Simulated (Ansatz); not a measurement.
# CH₇FSi (SMILES C.[SiH3]F): molecular dynamics

Aim: follow the atoms for 60 steps of 1.0 fs with a Langevin thermostat, with velocities drawn for 300 K.

Computed with Ansatz 0.2.0, Gaussian basis. Level: PBE0-D4/def2-SVP.

116 further runs of the same task are left out: 116 set aside as unsound or not needed.

**1. The starting structure**

The start, a pair relaxed at PBE0-D4: SMILES `C.[SiH3]F`, 10 atoms, charge 0, spin multiplicity 1.

Atoms are counted from 1 here; the program's logs count them from 0.

Bond lengths: C1–H2 1.090 Å, C1–H3 1.090 Å, C1–H4 1.090 Å, C1–H5 1.090 Å, Si6–F7 1.601 Å, Si6–H8 1.482 Å, Si6–H9 1.481 Å, Si6–H10 1.481 Å. Angles: H2–C1–H3 109.4°, H2–C1–H4 109.3°, H2–C1–H5 109.3°, H3–C1–H4 109.6°, H3–C1–H5 109.6°, H4–C1–H5 109.5°, F7–Si6–H8 108.0°, F7–Si6–H9 108.4°, F7–Si6–H10 108.5°, H8–Si6–H9 110.5°, H8–Si6–H10 110.6°, H9–Si6–H10 110.7°.

As a file:

| atom | x (Å) | y (Å) | z (Å) |
| --- | --- | --- | --- |
| C1 | -0.07212 | -0.15201 | -1.88629 |
| H2 | -0.30332 | -0.35697 | -2.93130 |
| H3 | -0.81046 | -0.63861 | -1.24942 |
| H4 | -0.09503 | 0.92450 | -1.71636 |
| H5 | 0.92108 | -0.53670 | -1.65439 |
| Si6 | 0.10444 | 0.17549 | 1.89559 |
| F7 | -1.14795 | -0.74048 | 1.50174 |
| H8 | 0.15085 | 0.27895 | 3.37342 |
| H9 | -0.08312 | 1.51287 | 1.28672 |
| H10 | 1.33573 | -0.46694 | 1.38018 |

**2. Dynamics**

md/in.yaml reads:

```yaml
crystal:
  periodic: [false, false, false]
  atoms:
    - {symbol: C, position_ang: [-0.072117, -0.152006, -1.886286]}
    - {symbol: H, position_ang: [-0.303320, -0.356966, -2.931298]}
    - {symbol: H, position_ang: [-0.810461, -0.638611, -1.249424]}
    - {symbol: H, position_ang: [-0.095033, 0.924504, -1.716358]}
    - {symbol: H, position_ang: [0.921081, -0.536697, -1.654390]}
    - {symbol: Si, position_ang: [0.104441, 0.175485, 1.895595]}
    - {symbol: F, position_ang: [-1.147951, -0.740483, 1.501738]}
    - {symbol: H, position_ang: [0.150848, 0.278951, 3.373422]}
    - {symbol: H, position_ang: [-0.083117, 1.512866, 1.286719]}
    - {symbol: H, position_ang: [1.335730, -0.466943, 1.380184]}
basis:
  gaussian: {orbitals: def2-SVP}
hamiltonian: {xc: pbe0, dispersion: d4}
md: {n_steps: 60, timestep: 1.0, temperature: 300, ensemble: nvt_langevin, seed: 524, friction: 0.002, initial_velocities: maxwell_boltzmann}
```

Command:

```sh
> ansatz run in.yaml --threads 4 --pin off --events-out ev --progress --plain --max-ram 9574MiB
```

Standard output, shortened:

```text
Functional definition: PBE0
  name "PBE0"
  cite "Adamo & Barone, J. Chem. Phys. 110, 6158 (1999) doi:10.1063/1.478522"
  cite "Perdew, Burke & Ernzerhof, Phys. Rev. Lett. 77, 3865 (1996) doi:10.1103/PhysRevLett.77.3865"
  parent pbe
[...]
859 factors; integrals over basis functions are off by at most 3.9e-4 eV
[...]
mean field -11733.87207231 eV, -431.2118451534 hartree, gradient 7.3e-5 eV, S^2 0.000000; 0 other end points of the search recorded, 0 dependent functions left out
[...]
reference -11733.87209978 eV, -431.2118461629 hartree; 18, 18 occupied and 63, 63 virtual orbitals, 859 factors
md step     0: t =     0.00 fs  T =   270.0 K  F+E_penalty+E_count = -11733.96580834 eV  E_kin = 0.349002 eV  (21 SCF iters)
[...]
md step    15: t =    15.00 fs  T =   190.0 K  F+E_penalty+E_count = -11733.85342220 eV  E_kin = 0.245531 eV  (26 SCF iters, 3 dispersion substeps)
[...]
md step    30: t =    30.00 fs  T =   164.6 K  F+E_penalty+E_count = -11733.82682840 eV  E_kin = 0.212724 eV  (27 SCF iters, 3 dispersion substeps)
[...]
md step    45: t =    45.00 fs  T =   179.3 K  F+E_penalty+E_count = -11733.80090719 eV  E_kin = 0.231734 eV  (26 SCF iters, 3 dispersion substeps)
[...]
md step    59: t =    59.00 fs  T =    51.4 K  F+E_penalty+E_count = -11733.62187585 eV  E_kin = 0.066481 eV  (26 SCF iters, 3 dispersion substeps)
[...]
md step    60: t =    60.00 fs  T =    68.8 K  F+E_penalty+E_count = -11733.63988883 eV  E_kin = 0.088910 eV  (22 SCF iters, 3 dispersion substeps)
Total energy: -11733.63991577 eV, -431.2033135578 hartree
Atom 0 at    -0.170782    -0.051286    -1.712541 Å, force    -0.338754    -1.517573    -0.189181 eV/Å
Atom 1 at    -1.096099    -0.382740    -2.236541 Å, force     0.217778    -0.129646     0.524303 eV/Å
Atom 2 at    -0.070052    -0.572219    -0.707782 Å, force    -0.525575     0.953547    -1.047180 eV/Å
Atom 3 at    -0.228071     1.041784    -1.738511 Å, force     0.482706     0.047185     0.469723 eV/Å
Atom 4 at     0.646888    -0.472145    -2.322246 Å, force     0.110311     0.507103    -0.037356 eV/Å
Atom 5 at     0.156374     0.129149     1.812013 Å, force    -0.438855    -0.200811     0.536658 eV/Å
Atom 6 at    -1.190471    -0.759054     1.436193 Å, force     1.110956     0.179063     0.051214 eV/Å
Atom 7 at    -0.150177     0.724690     3.127492 Å, force    -0.023690     0.047008     0.301168 eV/Å
Atom 8 at     0.311534     1.205279     0.843681 Å, force    -0.006341     0.399277    -0.411869 eV/Å
Atom 9 at     1.488989    -0.576230     1.929437 Å, force    -0.588536    -0.285154    -0.197481 eV/Å
Dipole moment:     0.242206     0.116625    -0.015543 e Å
```

It took 41 s on 4 threads of Arm Neoverse V2, shared host.

**3. Frames and traces**

One row in 3 steps:

| time (fs) | T (K) | potential (meV) | potential + kinetic (meV) | C1–H3 (Å) | Si6–H9 (Å) | Si6–H10 (Å) |
| --- | --- | --- | --- | --- | --- | --- |
| 0.00 | 270 | 0.0 | 0.0 | 1.090 | 1.481 | 1.481 |
| 3.00 | 192 | 111.1 | 10.5 | 1.068 | 1.444 | 1.522 |
| 6.00 | 153 | 134.3 | -16.8 | 1.128 | 1.478 | 1.524 |
| 9.00 | 168 | 123.9 | -8.1 | 1.125 | 1.527 | 1.482 |
| 12.00 | 180 | 117.8 | 1.3 | 1.064 | 1.530 | 1.459 |
| 15.00 | 190 | 112.4 | 8.9 | 1.105 | 1.481 | 1.484 |
| 18.00 | 165 | 163.7 | 28.4 | 1.144 | 1.447 | 1.518 |
| 21.00 | 232 | 63.8 | 14.1 | 1.085 | 1.483 | 1.512 |
| 24.00 | 208 | 92.8 | 12.8 | 1.066 | 1.533 | 1.472 |
| 27.00 | 175 | 131.3 | 7.8 | 1.140 | 1.523 | 1.467 |
| 30.00 | 165 | 139.0 | 2.7 | 1.115 | 1.468 | 1.503 |
| 33.00 | 141 | 199.3 | 32.0 | 1.053 | 1.441 | 1.528 |
| 36.00 | 154 | 186.6 | 36.1 | 1.112 | 1.482 | 1.501 |
| 39.00 | 126 | 233.3 | 47.1 | 1.142 | 1.529 | 1.461 |
| 42.00 | 190 | 149.1 | 46.2 | 1.069 | 1.508 | 1.472 |
| 45.00 | 179 | 164.9 | 47.6 | 1.071 | 1.457 | 1.516 |
| 48.00 | 124 | 232.7 | 44.5 | 1.141 | 1.453 | 1.534 |
| 51.00 | 168 | 172.6 | 40.6 | 1.108 | 1.497 | 1.507 |
| 54.00 | 137 | 235.2 | 62.8 | 1.050 | 1.525 | 1.466 |
| 57.00 | 86 | 292.3 | 55.0 | 1.115 | 1.499 | 1.466 |
| 60.00 | 69 | 325.9 | 65.8 | 1.136 | 1.456 | 1.512 |

Energies count from the start.

Positions (Å) and forces (eV/Å) at 24.00 fs:

```xyz
10

C    -0.106   -0.127   -1.786    1.022    0.984   -0.994
H    -0.764   -0.356   -2.643    0.271    0.211    0.028
H    -0.514   -0.624   -0.937   -0.194   -0.757    0.996
H    -0.102    0.963   -1.557   -0.172   -0.410   -0.323
H     0.963   -0.407   -2.008   -0.954   -0.060    0.233
Si    0.132    0.170    1.854   -0.519    0.422   -0.581
F    -1.178   -0.760    1.469    0.609    0.552    0.236
H     0.054    0.615    3.277   -0.120   -0.127   -0.054
H     0.191    1.408    0.951   -0.174   -0.597    0.450
H     1.341   -0.638    1.622    0.231   -0.218    0.009
```

Positions (Å) and forces (eV/Å) at 60.00 fs:

```xyz
10

C    -0.171   -0.051   -1.713   -0.339   -1.518   -0.189
H    -1.096   -0.383   -2.237    0.218   -0.130    0.524
H    -0.070   -0.572   -0.708   -0.526    0.954   -1.047
H    -0.228    1.042   -1.739    0.483    0.047    0.470
H     0.647   -0.472   -2.322    0.110    0.507   -0.037
Si    0.156    0.129    1.812   -0.439   -0.201    0.537
F    -1.190   -0.759    1.436    1.111    0.179    0.051
H    -0.150    0.725    3.127   -0.024    0.047    0.301
H     0.312    1.205    0.844   -0.006    0.399   -0.412
H     1.489   -0.576    1.929   -0.589   -0.285   -0.197
```

**4. What came out**

| quantity | value |
| --- | --- |
| length | 60 steps, 60.0 fs |
| temperature at the start | 270 K |
| mean temperature, second half | 141 K |
| lowest and highest potential energy, from the first frame | 0 and 344 meV |
| largest change of potential + kinetic | 65.8 meV |

The thermostat trades energy with the molecule, so the sum of potential and kinetic energy isn't conserved: it changes by +66 meV over the run. The mean temperature of the second half is still well below the 300 K set. With 10 atoms the instant temperature spans 51 to 270 K. No bond breaks or forms, judged by distance. Under Langevin the temperature counts 3N degrees of freedom, more than the drawn velocities fill, so it starts at 270 K, not 300 K.
